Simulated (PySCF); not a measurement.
**CH3F (fluoromethane): MP2/STO-3G**

Aim: the energy change on altering one bond length of CH3F (fluoromethane) at MP2/STO-3G, from 2 runs. 

The results are computed with PySCF 2.14.0.

8 further runs of the same task are left out: 8 set aside as unsound or not needed.

### Step 1. The structure to begin with

CH3F: 5 atoms, total charge 0, spin state singlet. SMILES: `CF`. The coordinates come from a PBE0-D4/def2-TZVP relaxation.

Bond lengths: C1–F2 1.376 Å, C1–H3 1.092 Å, C1–H4 1.092 Å, C1–H5 1.092 Å. Angles: F2–C1–H3 109.1°, F2–C1–H4 109.1°, F2–C1–H5 109.1°, H3–C1–H4 109.9°, H3–C1–H5 109.9°, H4–C1–H5 109.9°.

### Step 2. The energy at MP2/STO-3G

The input, job.py:

```python
from pyscf import gto, scf, mp

system = gto.Mole()
system.atom = '''
C     -0.095809     0.062172     0.014740
F      2.067549    -1.342650    -0.318608
H     -1.736091    -1.184669    -0.109604
H     -0.198043     1.504222    -1.458869
H     -0.037417     0.960926     1.872152
'''
system.unit = 'bohr'
system.max_memory = 1860
system.basis = 'sto-3g'
system.verbose = 3
system.charge = 0
system.spin = 0
system.build()

mf = scf.RHF(system)
mf.conv_tol = 1e-10
mf.kernel()
if not mf.converged:
    mf = mf.newton().run(mf.mo_coeff, mf.mo_occ)

pt = mp.MP2(mf, frozen=2).run()
etot = pt.e_tot
print('E(%s) = %.9f' % ('MP2', etot))
```

Launch:

```sh
$ OMP_NUM_THREADS=1 python job.py
```

Log:

```text
converged SCF energy = -137.168416390218
E(RMP2) = -137.236208880682  E_corr = -0.0677924904640682
E(SCS-RMP2) = -137.245269173645  E_corr = -0.0768527834273131
E(MP2) = -137.236208881
```

Wall time 0.66 s (1 thread of Intel Xeon Platinum 8488C (Sapphire Rapids), shared host); peak memory 0.12 GiB.

### Step 3. The distorted shape, same level

The input, geometry.xyz:

```xyz
5
CH3F
C      0.383276     0.362782     0.040698
F      1.528076    -0.380618    -0.135702
H     -0.918700    -0.626900    -0.058000
H      0.329176     1.125882    -0.739102
H      0.414176     0.838382     1.023598
```

The input, calc.py:

```python
from pyscf import gto, mp

system = gto.M(
    atom='geometry.xyz',
    basis='sto-3g',
    verbose=3,
    max_memory=1860,
)

calc0 = system.RHF()
calc0.conv_tol = 1e-10
calc0.kernel()
if not calc0.converged:
    calc0 = calc0.newton().run(calc0.mo_coeff, calc0.mo_occ)

pt = mp.MP2(calc0, frozen=2).run()
etot = pt.e_tot
print('E(%s) = %.9f' % ('MP2', etot))
```

Launch:

```sh
$ OMP_NUM_THREADS=1 python calc.py
```

Log:

```text
converged SCF energy = -137.051129902431
E(RMP2) = -137.141644350369  E_corr = -0.0905144479378621
E(SCS-RMP2) = -137.152836052009  E_corr = -0.101706149578298
E(MP2) = -137.141644350
```

It took 0.77 s on 1 thread of Intel Xeon Platinum 8488C (Sapphire Rapids), shared host; peak memory 0.12 GiB.

### Step 4. What came out

At MP2/STO-3G, 2 core orbitals frozen:

| quantity | value |
| --- | --- |
| first shape: total energy | -137.23621 Eh |
| first shape: dipole moment (Hartree–Fock density) | 1.15 D |
| first shape: HOMO energy (Hartree–Fock orbitals) | -11.33 eV |
| first shape: LUMO energy (Hartree–Fock orbitals) | 16.28 eV |
| first shape: HOMO–LUMO gap (Hartree–Fock orbitals) | 27.60 eV |
| first shape: correlation energy (2 core orbitals frozen) | -67.8 mEh |
| distorted shape: total energy | -137.14164 Eh |
| distorted shape: dipole moment (Hartree–Fock density) | 1.02 D |
| distorted shape: HOMO energy (Hartree–Fock orbitals) | -9.50 eV |
| distorted shape: LUMO energy (Hartree–Fock orbitals) | 8.57 eV |
| distorted shape: HOMO–LUMO gap (Hartree–Fock orbitals) | 18.08 eV |
| distorted shape: correlation energy (2 core orbitals frozen) | -90.5 mEh |
| energy change with the C1–H3 bond stretched from 1.092 to 1.638 Å | 2.573 eV |

In words: With the C1–H3 bond stretched from 1.092 to 1.638 Å the energy rises by 2.57 eV (248 kJ/mol). The first shape isn't relaxed at this level, so the change isn't measured from a minimum. The minimal basis adds a large error of its own. Mulliken charges (first shape) of the mean-field density run from -0.15 on F2 to +0.07 on H3. Mulliken charges (distorted shape) of the mean-field density run from -0.14 on F2 to +0.06 on H4.
